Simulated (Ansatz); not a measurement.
System: hcp Os. Method: PBEsol (Ansatz, a quantum-chemistry and plane-wave program, plane waves, PAW).

The run printed, among other lines:

```
Relaxation: its limit of steps is 80 (relax.max_steps)
Crystal: 2 atoms, lattice volume = 27.227 Å³
Basis set: ecut = 520 eV, 723 PW (Γ), exchange–correlation on 48×48×64 points (8 copies of the dense FFT grid, shifted against one another)
Bands: 20, of which v1, the nominal top of the filled ones, is band 16 counted from 1 (15 counted from 0)
Symmetry: 24 space group operations
Space group: P63/mmc (ITA 194), of the structure as read, at distance tolerance 3.0e-5 Å
k-points: 488 of 8064
Functional: x = pbesol(κ = 0.804, μ = 0.12345679012345678), c = pbesol(β = 0.046)
SCF iter   1: F=—  HF=-22502.112644 eV  |F-HF|=—  |Δ(HF+E_count)|=         —  Δρ=1.08e-2  dr2=1.46e-2
SCF iter   2: F=—  HF=-22502.111973 eV  |F-HF|=—  |Δ(HF+E_count)|=   6.71e-4  Δρ=6.08e-3  dr2=4.51e-3
  ...
SCF 1 converged in 6 iterations: F = -22502.111712 eV  dr2 = 3.56e-10
Crystal: 2 atoms, lattice volume = 27.227 Å³
Initial density: handed on by an earlier stage of this run
SCF 2 converged in 6 iterations: F = -22502.111685 eV  dr2 = 5.27e-14
Crystal: 2 atoms, lattice volume = 27.227 Å³
SCF 3 converged in 6 iterations: F = -22502.111750 eV  dr2 = 2.03e-14
Crystal: 2 atoms, lattice volume = 27.227 Å³
SCF iter   6: F=-22502.111750 eV  HF=-22502.111750 eV  |F-HF|=7.28e-12  |Δ(HF+E_count)|=  1.46e-11  Δρ=3.18e-9  dr2=1.23e-15
SCF iter   7: F=-22502.111750 eV  HF=-22502.111750 eV  |F-HF|=1.46e-11  |Δ(HF+E_count)|=  1.82e-11  Δρ=1.12e-9  dr2=1.22e-16
SCF 4 converged in 7 iterations: F = -22502.111750 eV  dr2 = 1.22e-16
SCF converged after 7 iterations
Free energy (F): -22502.111750 eV
Internal energy: -22502.100312 eV  (E = F + TS)
E sigma→0 (E₀):  -22502.106031 eV
Fermi energy:    26.728348 eV
--- Forces (eV/Å), atoms counted from 1 ---
  atom   1  Os    -0.00000000     0.00000000     0.00000000
  atom   2  Os    -0.00000000    -0.00000000     0.00000000
--- Stress (GPa, compression-positive) ---
        9.146033       0.000000      -0.000000
        0.000000       9.146033      -0.000000
       -0.000000      -0.000000       9.147018
  P = ⅓ Tr σ = 9.1464 GPa (91.464 kbar)
```

Write an input file that could have produced this run (the log leaves some choices open).

This is not unique; one that fits is 
Ansatz 0.2 input:
```yaml
crystal:
  lattice:
    - [1.3552727072, -2.3474011869, 0.0]
    - [1.3552727072, 2.3474011869, 0.0]
    - [0.0, 0.0, 4.2791718288]
  atoms:
    - { symbol: Os, position: [0.3333333333, 0.6666666667, 0.25] }
    - { symbol: Os, position: [0.6666666667, 0.3333333333, 0.75] }
basis:
  ecutwfc: 520
  ecutrho_ratio: 4
  xc_grid: 2
kpoints:
  mp_grid: { grid: [24, 24, 14] }
hamiltonian:
  xc: pbesol
  dispersion: none
  pseudopotentials: { kind: paw }
scf:
  occupations: { method: fermi_dirac, width: 0.05 }
output:
  forces: true
  stress: true
  eigenvalues: true
relax:
  f_tol: 0.004
  escape_saddle: false
  max_steps: 80
  cell: { stress_tol: 0.02, fix: [volume] }
```

The cell is one volume of an energy–volume scan, off the minimum.

The PAW data were made under PBE.

It cost very roughly 50 core-seconds of CPU time.
